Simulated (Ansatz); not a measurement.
# ClH4Si: the cost of one run

Method: UKS PBE0-D4/def2-SVP, in Ansatz 0.2.0.

## 1. The system as given

Bond lengths: Si1–H3 1.460 Å, Si1–H4 1.459 Å, Si1–H5 1.459 Å. Angles: H3–Si1–H4 109.5°, H3–Si1–H5 109.5°, H4–Si1–H5 109.5°.

Structure file:

```xyz
6

Si    0.0000    0.0000    0.0000
H     0.0000    0.0000    1.7100
H     1.3768    0.0000   -0.4862
H    -0.6877    1.1914   -0.4862
H    -0.6877   -1.1914   -0.4862
Cl    0.0000    0.0000    3.3800
```

## 2. Pulling towards end A

Springs on the bonds that form and break draw the guess towards this end; the thresholds are loose.

input.yaml

```yaml
crystal:
  periodic: [false, false, false]
  atoms:
    - { symbol: Si, position_ang: [0.0, 0.0, 0.0] }
    - { symbol: H, position_ang: [0.0, 0.0, 1.71] }
    - { symbol: H, position_ang: [1.3768, 0.0, -0.4862] }
    - { symbol: H, position_ang: [-0.6877, 1.1914, -0.4862] }
    - { symbol: H, position_ang: [-0.6877, -1.1914, -0.4862] }
    - { symbol: Cl, position_ang: [0.0, 0.0, 3.38] }
magnetization:
  spin_polarized: true
  initial_magnetization: 1
basis:
  gaussian: { orbitals: def2-SVP }
hamiltonian:
  xc: pbe0
  dispersion: d4
relax:
  f_tol: 0.15
  max_steps: 25
  restrain:
    - { distance: [1, 5], at: 2.57, k: 30.0 }
    - { distance: [0, 1], at: 1.46, k: 30.0 }
output:
  orbitals: {}
```

The run is started by

```console
$ ansatz run input.yaml --threads 1 --pin off --max-ram 2048MiB --backend cpu --events-out ev --progress --plain --runs-dir out
```

What time and memory should one allow on 1 thread of Arm Neoverse N1, shared host?

About 31 s, with a peak of 0.13 GiB.
